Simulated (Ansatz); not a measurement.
Ideal-gas functions of CHO2 (`O=[C]O`) radical at 800 K and 1 bar, from an Ansatz frequency run at PBE0-D4/def2-TZVP.

Molar mass 45.02 g/mol, point group Cs (symmetry number 1), electronic degeneracy 2, moments of inertia 3.489, 42.508, 45.997 u Å². Harmonic wavenumbers (cm⁻¹, unscaled): 606, 607, 1109, 1308, 1909, 3628.

Use S(trans) = R[1.5 ln M + 2.5 ln T − 1.1517]; rotational temperatures θ = 24.2544 K / I; S(rot) = R[ln(√π/σ · √(T³/θAθBθC)) + 1.5]; for each mode x = 1.438777 ν̃/T, S = R[x/(eˣ − 1) − ln(1 − e⁻ˣ)] and H = RT x/(eˣ − 1); 1 cm⁻¹ = 0.0119627 kJ/mol; R = 8.31446 J/(mol·K).

Q: By hand: the entropy, in J/(mol·K).

A: Translation 176.9. Rotation: θ = 6.9517, 0.5706, 0.5273 K, giving 97.5. Vibration, mode by mode: 8.00, 7.99, 3.83, 2.89, 1.23, 0.09, in all 24.0. Electronic 5.8. Sum 304.2 J/(mol·K).

Q: By hand: H − E and G − E in kJ/mol, counted from the electronic energy.

A: Zero-point energy ½ × 9167 × 0.0119627 = 54.8; thermal vibration 11.9; translation, rotation and pV give 4 RT = 26.6. H − E = 93.3 kJ/mol, and G − E = 93.3 − 800 × 304.2/1000 = -150.1 kJ/mol.

Vibration gives 8 % of the entropy. The sum counts one conformer and one mirror image; others add a mixing term.
